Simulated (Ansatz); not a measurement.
Beryllium, hcp: convergence with the plane-wave cutoff

Computed with Ansatz, PBE, scalar-relativistic PAW, on the relaxed cell (a = 2.266 Å, c = 3.559 Å (c/a = 1.571); spin not included). Errors count from a run at 420 eV on a Γ-centred 26×26×15 mesh with Fermi-Dirac smearing of 0.1 eV, extrapolated to zero width. Fixed here: mesh 16×16×9, Fermi-Dirac width 0.1 eV. The pressure holds a Pulay correction and is unreliable far below the recommended cutoff. The SCF starts from atomic densities corrected by a trained network.

```tsv
cutoff (eV)	E(σ→0) error (meV/atom)	P (GPa)	SCF iterations
200	77.6	-0.25	6
250	24.0	0.65	6
300	4.2	0.10	6
350	0.2	-0.05	6
420	-1.2	0.00	6
500	-1.4	0.00	6
600	-1.4	-0.01	6
800	-1.4	-0.01	6
```

Question: What does the run at 150 give (cutoff)?

Answer: E(σ→0) error (meV/atom): 190.6; P (GPa): 1.33; SCF iterations: 6.

Within 5 meV/atom of the last row: from 350 eV on.
